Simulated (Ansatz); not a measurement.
# BeMgH$_{2}$ (H-bridged), triplet in 6-31G: errors against full CI

Geometry: a PBE0/def2-TZVP stationary point for this spin, not checked as a minimum.

| atom | x (Å) | y (Å) | z (Å) |
| --- | --- | --- | --- |
| Be | 0.0000 | -0.0640 | 1.9142 |
| Mg | 0.0000 | -0.0368 | -0.6569 |
| H | 0.0000 | 1.0491 | 1.0318 |
| H | 0.0000 | 0.4099 | -2.3070 |

Basis 6-31G; Ansatz 0.2.0. Correlated methods freeze the noble-gas cores, which leaves 6 electrons in 20 orbitals. Prefix R: restricted or restricted open-shell reference; prefix U: unrestricted. Active spaces: valence = (6e, 10o) chosen from the atoms' valence shells; pair = (4e, 4o) about the gap. The metal's outer-core shells are frozen, which leaves out core–valence correlation.

Full CI is exact within this basis and frozen core; it isn't the basis-set limit. The frozen core follows each run's orbitals, which can shift R against U totals by a few meV.

For open shells CISD and CISDTQ are restricted-active-space CI with the open shells as a complete middle space.

```
UHF ⟨S²⟩                          : 2.003
T1 diagnostic (RCCSD)             : 0.0219
largest doubles amplitude (RCCSD) : 0.033
T1 diagnostic (UCCSD)             : 0.0189
```

| level | E − E(full CI) (meV) | share of correlation (%) | wall time |
| --- | --- | --- | --- |
| RHF | 1438 | 0.00 | – |
| UHF | 1424 | 0.95 | – |
| RMP2 | 491 | 65.87 | – |
| UMP2 | 487 | 66.12 | – |
| CISD | 69 | 95.23 | 0.36 s |
| RCCSD | 38 | 97.33 | – |
| UCCSD | 38 | 97.39 | – |
| RCCSD(T) | 15 | 98.98 | 0.84 s |
| UCCSD(T) | 14 | 99.00 | 0.75 s |
| BCCD(T) | 15 | 98.99 | 0.66 s |
| RCCSDT | 1 | 99.93 | – |
| UCCSDT | 1 | 99.94 | – |
| CISDTQ | 1 | 99.93 | 0.93 s |
| RCCSDT(Q) | 0 | 99.98 | 1.6 s |
| UCCSDT(Q) | 0 | 99.99 | 1.5 s |
| RCCSDTQ | 0 | 100.00 | 9 s |
| UCCSDTQ | 0 | 100.01 | 8.5 s |
| CASSCF (pair space) | 999 | 30.55 | – |
| NEVPT2 (pair space) | 375 | 73.89 | 0.45 s |
| CASSCF (valence space) | 271 | 81.14 | – |
| NEVPT2 (valence space) | 92 | 93.59 | 2.1 s |
| MRCISD (valence space) | 10 | 99.31 | – |
| MRCISD+Q (valence space) | 7 | 99.49 | 3.9 s |

The correlation energy at full CI, counted from RHF, is -1.438 eV. That run took 2.3 s on 1 thread of Arm Neoverse V2, shared host over 664,592 determinants.

Times hold each run's SCF and search for its determinant on a shared host, so for small cases they say little of a method's own cost; they ran on 1 thread of Arm Neoverse V2.

The full-CI state has the irrep A' of Cs, in the program's axes.

Natural occupations of full CI about the gap: 1.961 1.952 0.992 0.988 0.037 0.019 0.013 0.010 0.009 0.006; effectively unpaired electrons, Σ n²(2−n)², 2.02.
